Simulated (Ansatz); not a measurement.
Species, as SMILES: OO (H2O2).
Atoms: O1, O2, H3, H4. Bonds: O1-O2, O1-H3, O2-H4.

How fast the optimised O1-H3 bond length converges with the basis for several methods (Ansatz, a quantum-chemistry and plane-wave program): deviation from each method's own reference, in Å. References: HF 0.9413 Å, the value in def2-QZVPPD; MP2 0.9638 Å, the value in def2-QZVPPD; PBE 0.9752 Å, the value in def2-QZVPPD; PBE0 0.9624 Å, the value in def2-QZVPPD. Cartesian d functions, on some or all atoms, in 6-31G**; all else is spherical. In correlated methods cores are frozen. Core-valence sets carry the plain set on hydrogen. No added dispersion term, no relativity. The reference of a correlated method is not its basis-set limit, which lies further on.

```csv
basis,functions,HF,MP2,PBE,PBE0
def2-SVP,38,0.0054,0.0036,0.0046,0.0046
6-31G**,40,0.0044,0.0047,0.0045,0.0042
6-311+G**,56,0.0019,0.0009,0.0014,0.0014
def2-SVPD,62,0.0041,0.0060,0.0035,0.0036
aug-cc-pVDZ,64,0.0041,0.0078,0.0046,0.0043
aug-pcseg-1,64,0.0052,0.0089,0.0058,0.0055
def2-TZVP,74,0.0028,0.0048,0.0025,0.0025
cc-pVTZ,88,0.0009,0.0005,0.0004,0.0005
jun-cc-pV(T+d)Z,106,0.0014,0.0025,0.0012,0.0012
"6-311++G(3df,3pd)",114,0.0005,-0.0002,0.0003,0.0004
cc-pCVTZ,114,0.0006,0.0002,0.0005,0.0005
pcseg-3,186,-0.0002,-0.0007,-0.0001,-0.0001
```

Mean absolute deviation over 6-311+G**, def2-TZVP, cc-pVTZ, jun-cc-pV(T+d)Z, 6-311++G(3df,3pd), cc-pCVTZ: PBE 0.0010, PBE0 0.0011, HF 0.0013, MP2 0.0015 Å.
